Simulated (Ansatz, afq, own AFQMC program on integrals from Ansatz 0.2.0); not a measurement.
## Ga, doublet: AFQMC among the cluster methods

A free Ga atom.

Basis cc-pVQZ. Only valence electrons are correlated. Integrals, coupled cluster, full CI and functionals: Ansatz 0.2.0; the random walks run on the same integrals in our own AFQMC program. The CISD trial takes its coefficients from CCSD amplitudes. Released means that phaseless walkers are propagated on without the constraint, phases kept. Error bars are statistical, one sigma. No spin–orbit coupling.

Determinant: UHF, the one that the program's search chose, which needn't be the lowest solution.

Full CI on the same integrals is exact in this basis and with this determinant's frozen core.

Cautions: no relativity below Rb; no spin-orbit coupling; inner d shell frozen.

The T1 diagnostic is 0.0145 and the weight of the determinant in the CISD state is 0.944. The ⟨S²⟩ of the determinant is 0.763 and the size of the correlated space is 3 electrons in 54 orbitals.

**Question.** Estimate: order these by the size of their error in total energy against full CI, smallest first.
A. CCSD
B. CCSD(T)
C. phaseless AFQMC with a CISD trial
D. MP2

**Answer.** C (0.09 ± 0.01 kcal/mol), B (0.19 kcal/mol), A (0.81 kcal/mol), D (8.47 kcal/mol).

Reference: full CI, correlation energy -1.348 eV.

A walk keeps the symmetry of its determinant, which the program's search chose and which needn't be the lowest solution, so a lower state of the same spin and another symmetry isn't excluded.
